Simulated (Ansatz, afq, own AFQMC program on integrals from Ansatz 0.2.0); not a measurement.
## AlB, triplet → AlB⁺, doublet

```xyz
2

B     0.0000    0.0000    0.0000
Al    0.0000    0.0000    2.0234
```

E(doublet, charge +1) − E(triplet, charge +0) at this geometry, on UHF and ROHF determinants.

Basis aug-cc-pVDZ. Noble-gas cores (and the filled d shells of Ga–Kr and In–Xe) are frozen. Integrals, coupled cluster, full CI and functionals: Ansatz 0.2.0; the random walks run on the same integrals in our own AFQMC program. The CISD trial takes its coefficients from CCSD amplitudes. Released means that phaseless walkers are propagated on without the constraint, phases kept. Uncertainties: one standard error, sampling alone. The errors of all members are added in quadrature.

Full CI is exact in this basis; where marked, its frozen core comes from its own orbitals, which moves totals by up to a few meV.

Errors are counted within aug-cc-pVDZ, not against nature.

Cautions: AlB (triplet): lower spins were not checked, higher spins were not checked, an unrestricted solution with more broken spin lies lower, strong correlation (T1 0.082, weight of the determinant 0.78, largest double 0.14), (T) is large, 7 % of the CCSD correlation, unrestricted determinant spin contaminated (⟨S²⟩ 2.13 against 2.00), the released energies are still falling, so no released level is given (meV from the phaseless value at times in 1/Eh: -9 ± 3 at 0.24, -18 ± 3 at 0.51, -30.3 ± 2.0 at 0.99, -46 ± 4 at 1.62, -56 ± 5 at 2.40), the ph-AFQMC/CISD walk drifts between its halves (2.2 errors), full CI with its own frozen core, its ph-AFQMC/CISD value lies 79 ± 4 meV above full CI; AlB⁺ (doublet): a spin-contaminated unrestricted determinant lies lower (UHF 801 meV lower, ⟨S²⟩ 1.52), the search met a lower determinant of the same kind, perhaps of another symmetry (22 meV lower), and this one is a saddle point, strong correlation (T1 0.056, weight of the determinant 0.82, largest double 0.23), the released energies have errors that jump between times, so the bars are unsure, so no released level is given (meV from the phaseless value at times in 1/Eh: -5.3 ± 2.4 at 0.24, -12 ± 3 at 0.51, -24.1 ± 1.8 at 0.99, -81 ± 51 at 1.62, -37.5 ± 1.5 at 2.40), its ph-AFQMC/CISD value lies 52 ± 3 meV above full CI.

```csv
level,vertical ionization energy (kcal/mol)
MP2,172.9
HF,164.7
```

(1) From these cheaper values, estimate the vertical ionization energy at the reference level in aug-cc-pVDZ.

(1) 176.5 kcal/mol (full CI in aug-cc-pVDZ).

```csv
level,vertical ionization energy (kcal/mol),error against FCI (kcal/mol)
CCSD,173.6,-2.9
CCSD(T),175.8,-0.7
CCSDT,176.1,-0.4
CCSDT(Q),176.5,0.0
ph-AFQMC/CISD,175.9 ± 0.1,-0.6 ± 0.1
```

Correlation beyond CCSD(T) adds 0.7 kcal/mol. The perturbative (T) step is worth +2.1 kcal/mol. Where the cautions show a poor determinant, the low rows tell how each method copes with it, not its usual error.

CCSDT and higher add their correlation energy to the determinant of the CCSD(T) run, since their own runs factorise the integrals more tightly (a shift of under 2 meV). A walk keeps the symmetry of its determinant, which the program's search chose and which needn't be the lowest solution, so a lower state of the same spin and another symmetry isn't excluded.
